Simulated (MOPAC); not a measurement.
MOPAC input (AM1):

```
AM1 FORCE THERMO(298,298) PRECISE LET CHARGE=-1 GEO-OK AUX(PRECISION=9) THREADS=1
C3H7O

O     0.19070437 1    1.38037339 1    0.22766682 1
C     0.00830769 1    0.07941493 1   -0.17856815 1
H     0.20445537 1    1.37619747 1    1.20787959 1
C    -1.34073791 1   -0.45830282 1   -0.11013004 1
C     1.16622594 1   -0.79907068 1   -0.14353373 1
H    -1.45317768 1   -1.34220462 1   -0.79036119 1
H     1.01193947 1   -1.68910844 1   -0.80710240 1
H    -2.10207929 1    0.31133384 1   -0.40239285 1
H     2.09418591 1   -0.26567036 1   -0.47825741 1
H    -1.64982036 1   -0.81709538 1    0.92202036 1
H     1.40763446 1   -1.21350181 1    0.88579931 1
```

Task: Which zero-point energy does it print?

Result: 58.69 kcal/mol, from the harmonic wavenumbers of AM1.
